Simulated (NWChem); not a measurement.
water (H2O); SMILES O

Program: NWChem. Coordinates come from a PBE-D3(BJ)/def2-SVP optimisation. Ions are spin-unrestricted doublets at the neutral geometry; other ion states weren't tried. Functional: LC-ωPBE (HJS hole) with def2-SVP; rows give the range parameter ω in 1/bohr.

```csv
range parameter (1/bohr),"vertical ionisation energy, ΔSCF (eV)",−ε(HOMO) (eV),ΔSCF minus −ε(HOMO) (eV)
0.10,12.34,7.73,4.61
0.20,12.38,9.14,3.24
0.35,12.42,10.85,1.57
0.60,12.40,12.65,-0.25
0.80,12.34,13.44,-1.10
```
